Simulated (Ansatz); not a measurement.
A nudged elastic band was laid between two geometries of C2H5FOS (10 atoms, charge 0, multiplicity 1).

The calculation used Ansatz, RHF/def2-SVP.

```yaml
movable_images: 7
climbing_image: yes
spring: 5.0 eV/Å²
optimiser: quadratic models (default)
start_path: through a guess of the saddle point
force_threshold: 0.05 eV/Å
iteration_limit: 60
end_points: relaxed
```

Image 0:

```xyz
10
Properties=species:S:1:pos:R:3
C -1.138 -0.005 0.207
C 0.298 -0.098 -0.242
O 0.406 0.395 -1.500
F 0.666 -1.405 -0.238
S 1.479 0.804 0.842
H -1.753 -0.575 -0.488
H -1.247 -0.417 1.208
H -1.460 1.034 0.207
H 1.303 0.331 -1.800
H 1.530 -0.114 1.808
```

Image 8:

```xyz
10
Properties=species:S:1:pos:R:3
C -0.989 0.009 0.149
C 0.484 -0.079 -0.190
O 0.790 0.508 -1.379
F 0.799 -1.399 -0.256
S 1.572 0.739 1.019
H -1.563 -0.515 -0.619
H -1.195 -0.466 1.107
H -1.302 1.050 0.188
H 0.259 0.134 -2.068
H 1.226 -0.032 2.052
```

(1) Which bonds break or form, and what moves?

(2) What energy profile does the band end with?

(3) What is the geometry of the highest image?

(4) What are the harmonic wavenumbers there?

Answers

(1) No bond is made or broken. The dihedral S5–C2–O3–H9 goes from 56 to -180°.

(2) It converged. The highest image is number 5 of 0 to 8, 0.155 eV above the first end and 0.031 eV above the last; the last end lies 0.124 eV above the first. A vibrational analysis at the climbing image gives one clearly imaginary mode, 316i cm⁻¹: a first-order saddle point.

| image | path coordinate (Å) | energy (eV) | dihedral S5–C2–O3–H9 (°) |
| --- | --- | --- | --- |
| 0 | 0.00 | 0.000 | 56 |
| 1 | 0.22 | 0.008 | 63 |
| 2 | 0.45 | 0.040 | 77 |
| 3 | 0.67 | 0.092 | 94 |
| 4 | 0.90 | 0.138 | 113 |
| 5 | 1.12 | 0.155 | 132 |
| 6 | 1.33 | 0.146 | 149 |
| 7 | 1.53 | 0.131 | 165 |
| 8 | 1.74 | 0.124 | -180 |

(3) 
```xyz
10
Properties=species:S:1:pos:R:3
C -1.032 -0.009 0.207
C 0.419 -0.040 -0.217
O 0.616 0.605 -1.409
F 0.773 -1.342 -0.383
S 1.558 0.751 0.967
H -1.626 -0.514 -0.556
H -1.170 -0.522 1.158
H -1.367 1.021 0.298
H 0.725 -0.039 -2.094
H 1.188 0.037 2.032
```

(4) 316i, 257, 295, 328, 357, 448, 457, 568, 725, 958, 1029, 1073, 1178, 1268, 1378, 1450, 1540, 1582, 1585, 2872, 3199, 3291, 3319, 4165 cm⁻¹.

Run time: 70 s on 1 thread of Intel(R) Xeon(R) 6975P-C (Granite Rapids), with other jobs on the host, peak memory 0.21 GiB.
